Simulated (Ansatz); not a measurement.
## V2Cd: from a trial structure to a relaxed crystal

Theory: Ansatz, DFT PBE, scalar-relativistic, plane waves, PAW. Cutoff 420 eV, Γ-centred k mesh, Gaussian smearing, collinear spin, first started from parallel moments.

V2Cd was placed on the 2H molybdenite structure type (P6_3/mmc, No. 194), with Cd in place of Mo, V in place of S, at a guessed volume.

```
V Cd
1.0
     3.02557    0.00000    0.00000
    -1.51279    2.62022    0.00000
     0.00000    0.00000   11.76825
V Cd
4 2
Cartesian
  0.0000 1.7468 7.3846
  1.5128 0.8734 1.5005
  0.0000 1.7468 10.2678
  1.5128 0.8734 4.3837
  0.0000 1.7468 2.9421
  1.5128 0.8734 8.8262
```

Cell and atoms relax at zero pressure; the relaxation can't lower the symmetry of the start. After a coarse first stage the cell is made exact in the group found at 0.06 Å.

The zero of energy is the elements' standard structures at the same level; no fitted shifts are applied.

Q: Describe the relaxed structure.

A: It keeps P6_3/mmc (No. 194), but not the shape of the type it started on. Conventional cell: a = 2.946 Å, c = 13.385 Å. V has 3 V at 2.40 Å, 6 V at 2.95 Å and 3 Cd at 3.02 Å; Cd has 6 Cd at 2.95 Å and 6 V at 3.02 Å.

```xyz
6
Lattice="2.9464 0.0000 0.0000 -1.4732 2.5516 0.0000 0.0000 0.0000 13.3855" Properties=species:S:1:pos:R:3 pbc="T T T"
V     0.0000    1.7011    7.5403
V     1.4732    0.8505    0.8476
V     0.0000    1.7011   12.5379
V     1.4732    0.8505    5.8452
Cd    0.0000    1.7011    3.3464
Cd    1.4732    0.8505   10.0391
```

Q: What are its volume, energy, gap and moment?

A: The volume per atom is 16.77 Å³, the density is 7.07 g/cm³ and the energy over the elements is 0.37 eV/atom. The gap on the 12×12×4 mesh is 0 eV (a metal). The net moment per atom is 0.15 μB and the largest site moment is 0.19 μB.

The final run used a 12×12×4 mesh on its 6-atom cell and 0.10 eV smearing. The k mesh leaves about 4 meV/atom of noise in metals. A structure relaxed within its symmetry needn't be a true minimum. The steps took of the order of 13 core-minutes in all.